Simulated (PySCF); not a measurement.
Species: C₄H₁₁P₂ (charge +1).
InChI=1S/C4H10P2/c1-3-4-6(2)5/h3H,1,4-5H2,2H3/p+1/t6-/m0/s1

Torsions of this conformer, `[CH2:1]=[CH:2][CH2:3][P@H+:4]([CH3:5])[PH2:6]`: C1–C2–C3–P4 106°, C2–C3–P4–C5 -61°, H–P6–P4–C3 -72°, H–P6–P4–C3 -167°.

The closed-shell ground state was solved at several levels (PySCF, density fitting, gas phase, non-relativistic). Geometry: PBE0-D3(BJ)/def2-SVP, one conformer, isolated ion.

```json
{"level": "CAM-B3LYP/pcSseg-1", "basis functions": "171", "total energy (Eh)": "-841.3511", "HOMO (eV)": "-13.10", "LUMO (eV)": "-4.23", "gap (eV)": "8.87"}
{"level": "PBE0/pcSseg-1", "basis functions": "171", "total energy (Eh)": "-840.9797", "HOMO (eV)": "-11.82", "LUMO (eV)": "-5.34", "gap (eV)": "6.48"}
```

(1) What might CAM-B3LYP/def2-SVPD (216 basis functions) give for the same quantities?

(2) Over all these levels, which gives the widest orbital gap and which the narrowest?

Results:

(1) Total energy -841.0811 Eh, HOMO -13.08 eV, LUMO -4.19 eV, gap 8.89 eV.

(2) CAM-B3LYP/def2-SVPD (range-separated hybrid) has the widest, 8.89 eV, and PBE0/pcSseg-1 (global hybrid, 25 % exact exchange) the narrowest, 6.48 eV. Functional and basis both differ between the two, so the spread mixes both effects.
